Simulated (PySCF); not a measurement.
Gas-phase reaction: AlOCl + HCl + F2 → AlF2OH + 2 Cl

Computed with PySCF and rigid-rotor harmonic-oscillator thermochemistry at 1 bar. S°(298 K) at PBE0/def2-TZVP differs from the NASA 1993 table for AlOCl (+8 J/mol/K); whether the harmonic model or the table's entry is off was not settled. † marks an energy on the PBE0/def2-TZVP geometry and frequencies; other levels use their own. CCSD(T) freezes the core. Open shells (unrestricted): Cl (multiplicity 2, electronic degeneracy 6); the rest are closed-shell singlets. Spin-orbit splitting is ignored; it lowers the true energy and changes the entropy of Cl. AlF2OH: computed as isolated molecules; such fragments, hydroxides, amides, oligomers or adducts are transient or little studied in the gas. CCSD(T) isn't extrapolated to the basis-set limit; its ΔH°(298 K) is -583.6 kJ in def2-SVP and -572.9 kJ in def2-TZVPP. The harmonic model lacks anharmonicity and excited electronic states, which grow with temperature; levels with a mode under 35 cm⁻¹ are left out. Warning, large T1 diagnostic: AlOCl (CCSD(T)/def2-TZVPP†).

```
level                ΔE electronic, kJ  ΔH°(298 K), kJ  ΔS°(298 K), J/K  ΔG°(800 K), kJ
-------------------  -----------------  --------------  ---------------  --------------
BLYP/def2-TZVP†                   -515            -504              -10            -498
CCSD(T)/def2-TZVPP†               -584            -573              -10            -567
M06-2X/def2-TZVP†                 -604            -592              -10            -586
PBE0/def2-TZVP                    -561            -549              -10            -543
LDA/def2-TZVP†                    -463            -452              -10            -446
```
ΔH° is lowest at M06-2X/def2-TZVP† and highest at LDA/def2-TZVP†. No reference value is set beside these.
